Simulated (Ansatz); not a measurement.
## Strength of the O–O bond: HNO3 → OH + NO2

Species: HNO3 (peroxynitrous acid) `O=NOO`, singlet; OH, doublet; NO2 `O=[N+][O-]`, doublet. 

Shapes, held fixed at every level: PBE0-D4/def2-TZVP. Flexible molecules stand in one conformer, not always the lowest. Programs: Ansatz 0.2.0. The zero-point and thermal change to 298 K, harmonic and unscaled (PBE0-D4/def2-TZVP), is -11.3 kJ/mol.

| level | kind | ΔH(298 K) (kJ/mol) | less CCSD(T)/CBS estimate |
| --- | --- | --- | --- |
| HF/def2-TZVPP | Hartree–Fock | -79.0 | -168.4 |
| SPW92/def2-TZVPP | LDA | +184.6 | +95.2 |
| PBE-D4/def2-TZVPP | GGA | +103.3 | +13.9 |
| r2SCAN-D4/def2-TZVPP | meta-GGA | +70.3 | -19.1 |
| B3LYP-D4/def2-TZVPP | global hybrid | +65.3 | -24.1 |
| r2SCAN0-D4/def2-TZVPP | global hybrid | +44.0 | -45.4 |
| CCSD/def2-TZVPP | coupled cluster or CI | +62.2 | -27.2 |
| CCSD(T)/CBS estimate | coupled cluster or CI | +89.4 | 0.0 |

The highest level, CCSD(T)/CBS estimate, gives ΔH(298 K) = +89.4 kJ/mol; the levels span -79.0 to +184.6. They disagree on the sign: 7 of 8 are positive. The column of differences is taken from that level and isn't an error. Hartree–Fock misses the correlation of the pair that is broken and comes out low. No measured value is set beside it here. T1 is large for HNO3, so single-reference values are less sure there. Open shells run unrestricted unless RO is named. The CBS estimate extrapolates MP2 from def2-TZVPP and def2-QZVPP and adds CCSD(T) − MP2 in the triple-zeta set, cores frozen.
